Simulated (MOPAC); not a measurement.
MOPAC input (PM6):

```
PM6 PRECISE GNORM=0.05 LET XYZ CHARGE=1 GEO-OK AUX(PRECISION=9) THREADS=1
C2H4N

C    -0.00957936 1    0.00763515 1   -1.26573338 1
C     0.00126974 1   -0.00101203 1    0.16777228 1
N     0.00988189 1   -0.00787628 1    1.30570700 1
H     0.00633831 1    1.04329069 1   -1.61633999 1
H     0.87344293 1   -0.52304743 1   -1.63235089 1
H    -0.91661809 1   -0.49088277 1   -1.61860927 1
H     0.01752135 1   -0.01396524 1    2.31511772 1
```

From the last part of the output:

```
                                                       MOPAC v23.2.5 Linux

          FINAL HEAT OF FORMATION =        190.88819 KCAL/MOL =     798.67617 KJ/MOL

          COSMO AREA              =         83.04 SQUARE ANGSTROMS
          COSMO VOLUME            =         63.67 CUBIC ANGSTROMS

          GRADIENT NORM           =          0.03405          =       0.01287 PER ATOM
          IONIZATION POTENTIAL    =         19.003133 EV
          HOMO LUMO ENERGIES (EV) =        -19.003 -5.683
          NO. OF FILLED LEVELS    =          8
          MOLECULAR WEIGHT        =         42.0603         POINT GROUP:  C3v

          MOLECULAR DIMENSIONS (Angstroms)

            Atom       Atom       Distance
            H     7    H     6     4.14828
            H     5    H     4     1.78606
            H     6    H     4     1.49822

          SCF CALCULATIONS        =         12

   ATOM   CHEMICAL          X               Y               Z
  NUMBER   SYMBOL      (ANGSTROMS)     (ANGSTROMS)     (ANGSTROMS)

     1       C         -0.00943632  *   0.00752169  *  -1.24688318  *
     2       C          0.00132209  *  -0.00105406  *   0.17471675  *
     3       N          0.01005686  *  -0.00801565  *   1.32881844  *
     4       H          0.00580954  *   1.04116811  *  -1.68023674  *
     5       H          0.87081014  *  -0.52136924  *  -1.69620881  *
     6       H         -0.91490784  *  -0.48928291  *  -1.68250070  *
     7       H          0.01764586  *  -0.01406440  *   2.33156246  *

                             CARTESIAN COORDINATES

   1    C       -0.009436317     0.007521694    -1.246883182
   2    C        0.001322093    -0.001054061     0.174716746
   3    N        0.010056864    -0.008015651     1.328818437
   4    H        0.005809540     1.041168112    -1.680236741
   5    H        0.870810141    -0.521369239    -1.696208810
   6    H       -0.914907839    -0.489282915    -1.682500702
   7    H        0.017645858    -0.014064400     2.331562456

           Empirical Formula: C2 H4 N  =     7 atoms

      MOLECULAR POINT GROUP   :   C3v

                  EIGENVALUES
 -40.18676 -33.13218 -28.34058 -22.72642 -21.98057 -21.98057 -19.00314 -19.00313
  -5.68291  -5.68291  -4.59730  -2.64698  -0.50120  -0.50120   0.20865   0.52912

              NET ATOMIC CHARGES AND DIPOLE CONTRIBUTIONS

  ATOM NO.   TYPE          CHARGE      No. of ELECS.   s-Pop       p-Pop
    1          C          -0.504869        4.5049     1.08159     3.42328
    2          C           0.420623        3.5794     1.11107     2.46831
    3          N          -0.082239        5.0822     1.43528     3.64696
    4          H           0.260231        0.7398     0.73977
    5          H           0.260231        0.7398     0.73977
    6          H           0.260231        0.7398     0.73977
    7          H           0.385793        0.6142     0.61421
 DIPOLE           X         Y         Z       TOTAL
 POINT-CHG.     0.004    -0.003     0.508     0.508
 HYBRID         0.006    -0.005     0.774     0.774
 SUM            0.010    -0.008     1.282     1.282

          ATOMIC ORBITAL ELECTRON POPULATIONS

     Atom    s        px        py        pz
    1  C   1.08159   1.26186   1.26186   0.89956
    2  C   1.11107   0.78652   0.78652   0.89528
    3  N   1.43528   1.26428   1.26428   1.11840
    4  H   0.73977
    5  H   0.73977
    6  H   0.73977
    7  H   0.61421

 **********************
 *                    *
 * JOB ENDED NORMALLY *
 *                    *
 **********************

 == MOPAC DONE ==
```

The dipole moment of an ion depends on the origin.
